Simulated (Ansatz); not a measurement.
C₃H₄, SMILES CC#C.

Geometry optimised at B3LYP-D3(BJ)/def2-TZVP.

Two levels are set side by side: PBE/def2-TZVPD (Ansatz, an electronic-structure program) and PBE0/def2-TZVPD (Ansatz). Energy differences of separate SCF runs at the same geometry; the states with an electron removed or added have multiplicity 2 and 2. Differences are taken from unrounded values.

```
quantity                            PBE0
---------------------------------  -----
vertical ionisation energy (eV)    10.25
vertical singlet–triplet gap (eV)   5.63
```

What does PBE give, and how far is it from PBE0? (An estimate is asked for; the answer gives what the named calculation found.)


| quantity | PBE | PBE minus PBE0 |
|---|---|---|
| vertical ionisation energy (eV) | 10.24 | -0.01 |
| vertical singlet–triplet gap (eV) | 5.71 | 0.08 |

On these quantities the two levels nearly agree.
